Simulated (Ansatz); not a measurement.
# AlClHS radical: one structure at several levels

Aim: energy, forces and dipole at a structure displaced at random from a GFN2-xTB minimum, from CCSD(T) and from density functionals.

The runs use Ansatz 0.2.0, Gaussian basis; single points in def2-TZVPP.

Correlated methods freeze the cores. Orbitals are unrestricted.

**1. Where the work starts**

SMILES `[S][AlH][Cl]`, 4 atoms, charge 0, spin multiplicity 2.

Atoms are counted from 1 here; the program's logs count them from 0.

Bond lengths: S1–Al2 2.325 Å, Al2–Cl3 2.141 Å, Al2–H4 1.613 Å. Angles: S1–Al2–Cl3 120.5°, S1–Al2–H4 117.2°, Cl3–Al2–H4 122.3°.

Coordinates:

```
S    -0.9723    0.4561    1.9253
Al    0.1323    0.0542   -0.0803
Cl   -0.4365   -1.5934   -1.3241
H     1.3027    1.0842   -0.4957
```

**2. CCSD(T)/def2-TZVPP**

Input file run/in.yaml:

```yaml
crystal:
  periodic: [false, false, false]
  atoms:
    - {symbol: S, position_ang: [-0.972300, 0.456100, 1.925300]}
    - {symbol: Al, position_ang: [0.132300, 0.054200, -0.080300]}
    - {symbol: Cl, position_ang: [-0.436500, -1.593400, -1.324100]}
    - {symbol: H, position_ang: [1.302700, 1.084200, -0.495700]}
basis:
  gaussian: {orbitals: def2-TZVPP}
magnetization: {spin_polarized: true, initial_magnetization: 1}
correlation: {method: ccsd_t}
scf: {omitted_lower_state_checks: [cluster_reference]}
output: {forces: true}
```

No record of the launch command was kept for these runs.

**3. PBE0-D4/def2-TZVPP**

run/in.yaml: that of step 2 with these lines changed.

```diff
@@ -10,4 +10,3 @@
 magnetization: {spin_polarized: true, initial_magnetization: 1}
-correlation: {method: ccsd_t}
-scf: {omitted_lower_state_checks: [cluster_reference]}
-output: {forces: true}
+hamiltonian: {xc: pbe0, dispersion: d4}
+output: {forces: true, orbitals: {seedname: orbitals}}
```

**4. wB97M-V/def2-TZVPP**

run/in.yaml: that of step 3 with these lines changed.

```diff
@@ -10,3 +10,3 @@
 magnetization: {spin_polarized: true, initial_magnetization: 1}
-hamiltonian: {xc: pbe0, dispersion: d4}
-output: {forces: true, orbitals: {seedname: orbitals}}
+hamiltonian: {xc: {name: wB97M-V}}
+output: {forces: true}
```

**5. r2SCAN-D4/def2-TZVPP**

run/in.yaml: that of step 4 with these lines changed.

```diff
@@ -10,3 +10,3 @@
 magnetization: {spin_polarized: true, initial_magnetization: 1}
-hamiltonian: {xc: {name: wB97M-V}}
+hamiltonian: {xc: r2scan, dispersion: d4}
 output: {forces: true}
```

**6. PBE-D4/def2-TZVPP**

run/in.yaml: that of step 5 with these lines changed.

```diff
@@ -10,3 +10,3 @@
 magnetization: {spin_polarized: true, initial_magnetization: 1}
-hamiltonian: {xc: r2scan, dispersion: d4}
+hamiltonian: {xc: pbe, dispersion: d4}
 output: {forces: true}
```

**7. BHLYP-D4/def2-TZVPP**

run/in.yaml: that of step 6 with these lines changed.

```diff
@@ -10,3 +10,3 @@
 magnetization: {spin_polarized: true, initial_magnetization: 1}
-hamiltonian: {xc: pbe, dispersion: d4}
+hamiltonian: {xc: {name: BHLYP}, dispersion: d4}
 output: {forces: true}
```

**8. SPW92/def2-TZVPP**

run/in.yaml: that of step 7 with these lines changed.

```diff
@@ -10,3 +10,3 @@
 magnetization: {spin_polarized: true, initial_magnetization: 1}
-hamiltonian: {xc: {name: BHLYP}, dispersion: d4}
+hamiltonian: {xc: lda}
 output: {forces: true}
```

(Steps that only read results are left out.)

Q: Predict the outcome of this session. Wanted: energy less free atoms, CCSD(T)/def2-TZVPP; RMS force component; RMS force error; HOMO and LUMO, PBE0-D4; T1 diagnostic.

As calculated:

| quantity | value |
| --- | --- |
| energy less free atoms, CCSD(T)/def2-TZVPP | -996.1 kJ/mol |
| RMS force component | 0.557 to 0.687 eV/Å over the methods |
| RMS force error | PBE0-D4 0.054, wB97M-V 0.056, r2SCAN-D4 0.042, PBE-D4 0.097, BHLYP-D4 0.096, SPW92 0.145 eV/Å |
| HOMO and LUMO, PBE0-D4 | -7.68 and -4.65 eV |
| T1 diagnostic | 0.012 |

**Reading.** Against CCSD(T) the functionals' energies less atoms differ by -151.7 to -3.4 kJ/mol, PBE-D4 by -40.2 kJ/mol. The reference is not at the basis limit: in triple zeta CCSD(T) underbinds, which counts against methods that bind more; the gaps are no ranking. On forces the order runs from r2SCAN-D4 to SPW92. Frozen-core CCSD(T) forces in triple zeta carry basis errors of their own, and this is one geometry, so small gaps rank nothing.
